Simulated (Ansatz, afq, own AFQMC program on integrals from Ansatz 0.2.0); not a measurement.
## Where AFQMC and coupled cluster stand for SiHBr, triplet

```yaml
atoms:
  - { symbol: Br, position_ang: [0.0000, 0.0000, -1.6300] }
  - { symbol: H, position_ang: [0.0000, 0.0000, -0.0270] }
  - { symbol: Si, position_ang: [0.0000, 0.0000, 1.6570] }
```

Connectivity, by distances: Br ··· Si, 1 bridging H.

Basis cc-pVTZ. Noble-gas cores (and the filled d shells of Ga–Kr and In–Xe) are frozen. Ansatz 0.2.0 and our own AFQMC program on the same integrals; the CISD trial comes from CCSD amplitudes, and released means the phaseless constraint is let go. Error bars are statistical, one sigma. No spin–orbit coupling.

Determinant: UHF, the one that the program's search chose, which needn't be the lowest solution. The geometry is a point of a scan.

No full CI on the walks' own integrals is used here; CCSDT(Q) serves as the reference and is uncertain by about the last step of the cluster series.

Cautions: no relativity below Rb; no spin-orbit coupling; inner d shell frozen; lower spins were not checked; the released energies have errors that jump between times, so the bars are unsure, so no released level is given (meV from the phaseless value at times in 1/Eh: -5 ± 4 at 0.24, -7 ± 3 at 0.51, -31 ± 28 at 0.99, -10 ± 6 at 1.62, -17 ± 6 at 2.40), though the last usable value meets CCSDT(Q) within the noise.

The T1 diagnostic is 0.0154. The weight of the determinant in the CISD state is 0.855, the ⟨S²⟩ of the determinant is 2.037 and the size of the correlated space is 12 electrons in 72 orbitals.

```tsv
level	correlation energy (eV)
MP2	-6.6352
CCSD	-7.5910
CCSD(T)	-7.9002
```

Problem. Estimate where phaseless AFQMC with a CISD trial lies against CCSD(T) on the same integrals.

Solution. 3.5 ± 0.5 kJ/mol below CCSD(T).

Reference: CCSDT(Q), correlation energy -7.953 eV.

```csv
level,E − E(reference) (kJ/mol),share of correlation (%)
CCSD(T),5.1,99.33
CCSDT,1.5,99.81
ph-AFQMC/CISD,1.6 ± 0.5,99.79
```

A walk keeps the symmetry of its determinant, which the program's search chose and which needn't be the lowest solution, so a lower state of the same spin and another symmetry isn't excluded.
